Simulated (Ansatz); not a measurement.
in.yaml

```yaml
crystal:
  periodic: [false, false, false]
  atoms:
    - {symbol: N, position_ang: [-0.136391, -0.031601, -0.049187]}
    - {symbol: H, position_ang: [-0.433671, 0.936233, -0.049186]}
    - {symbol: H, position_ang: [-0.433670, -0.433900, 0.831073]}
    - {symbol: H, position_ang: [0.876070, -0.031600, -0.049187]}
    - {symbol: H, position_ang: [1.886609, -0.031600, -0.049187]}
basis:
  gaussian: {orbitals: 6-31G}
magnetization: {spin_polarized: false, initial_magnetization: 1}
correlation: {method: fic_mrcisd_q, electrons: outside_noble_gas, active_space: {window: {electrons: 9, orbitals: 8}, shells: [{species: H, l: s, shell: 1}, {species: "N", l: s, shell: 2}, {species: "N", l: p, shell: 2}]}}
```

```sh
$ ansatz run in.yaml --threads 1 --pin off --events-out ev --progress --plain --max-ram 2393MiB
```

Log:

```
393 factors; integrals over basis functions are off by at most 8.2e-8 eV
mean field evaluation 1: about -1539.0592 eV, gradient 2.4e1 eV
mean field evaluation 2: about -1539.0580 eV, gradient 2.4e1 eV
mean field evaluation 4: about -1540.6068 eV, gradient 3.0e0 eV
mean field evaluation 8: about -1540.6901 eV, gradient 1.7e-4 eV
mean field evaluation 16: about -1540.6656 eV, gradient 1.8e0 eV
mean field -1540.69012225 eV, -56.6193176753 hartree, gradient 2.2e-6 eV, S^2 0.750000; 1 other end points of the search recorded, 0 dependent functions left out
reference -1540.69012225 eV, -56.6193176753 hartree; 6, 5 occupied and 11, 12 virtual orbitals, 393 factors
state -1542.80139777 eV, -56.6969056198 hartree
contracted CI cycle   1: correlation 0.00000000 eV, 0.0000000000 hartree, residual 1.09e1 eV
contracted CI cycle   2: correlation -1.53922288 eV, -0.0565653976 hartree, residual 2.38e0 eV
contracted CI cycle   3: correlation -1.61226956 eV, -0.0592498134 hartree, residual 5.36e-1 eV
contracted CI cycle   4: correlation -1.61578630 eV, -0.0593790514 hartree, residual 1.30e-1 eV
contracted CI cycle   5: correlation -1.61601856 eV, -0.0593875867 hartree, residual 3.38e-2 eV
contracted CI cycle   6: correlation -1.61603377 eV, -0.0593881457 hartree, residual 9.28e-3 eV
contracted CI cycle   7: correlation -1.61603494 eV, -0.0593881886 hartree, residual 2.26e-3 eV
contracted CI cycle   8: correlation -1.61603501 eV, -0.0593881912 hartree, residual 5.21e-4 eV
state -1542.80139777 eV, -56.6969056198 hartree; corrected -1544.45594713 eV, -56.7577091873 hartree
Total energy: -1544.45594713 eV, -56.7577091873 hartree
Checks for a lower state left out: starts, orbital_swaps
```

For the same geometry and basis full CI lies 6.0 meV lower.

Ran on 1 thread of Arm Neoverse V1, shared host: 2.7 s wall, 0.19 GiB peak host memory.
